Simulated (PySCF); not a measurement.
**Cl2O2S: core ionisation energies**

Sulfuryl chloride, Cl2O2S.
Z-matrix (Å and degrees, PBE0-D3(BJ)/def2-SVP geometry), rows numbered from 1:
```
O 
S   1  1.4361
O   2  1.4357  1  123.47
Cl  2  2.0527  1  107.92  3   126.73
Cl  2  2.0542  1  107.92  3  -126.74
```

Computed, not measured: delta-SCF UKS SCAN, pcX-2 on the ionised atom, pcseg-1 elsewhere, spin-free X2C (PySCF 2.14.0). Vertical ΔSCF values, vacuum level as zero.

Task: What binding energy does each computed site have?

Result: 
```json
{"atom(s)": "Cl4/Cl5", "bonded to": "S", "level": "Cl 1s", "binding energy (eV)": "2829.95", "2p1/2 (eV)": "–", "count": "2"}
{"atom(s)": "S2", "bonded to": "2 O (double bond) and 2 Cl", "level": "S 1s", "binding energy (eV)": "2485.33", "2p1/2 (eV)": "–", "count": "1"}
{"atom(s)": "O1/O3", "bonded to": "S (double bond)", "level": "O 1s", "binding energy (eV)": "539.66", "2p1/2 (eV)": "–", "count": "2"}
{"atom(s)": "Cl4/Cl5", "bonded to": "S", "level": "Cl 2p3/2", "binding energy (eV)": "207.35", "2p1/2 (eV)": "209.01", "count": "2"}
{"atom(s)": "S2", "bonded to": "2 O (double bond) and 2 Cl", "level": "S 2p3/2", "binding energy (eV)": "176.53", "2p1/2 (eV)": "177.77", "count": "1"}
```

Task: Which photon energy gives electrons from O 1s of O1/O3 a kinetic energy of 50 eV, and what is their de Broglie wavelength?

Result: hν = 539.66 + 50 = 589.66 eV, recoil neglected; λ = 12.264 Å/√(E/eV) = 1.73 Å.

Task: Which photon wavelength matches the O 1s of O1/O3 threshold?

Result: λ = hc/E = 12398.42 eV Å / 539.66 eV = 22.975 Å.

The first atom of each set that the bonding makes equivalent was ionised and stands for the set. The 2p values add to the ΔSCF energy of one spin-free hole a correction within the shell (spin–orbit coupling, ligand field). 2p1/2 minus 2p3/2 (ligand field included): S 1.24 eV, Cl 1.65 eV. Isolated species at its PBE0-D3(BJ)/def2-SVP geometry, gas phase.
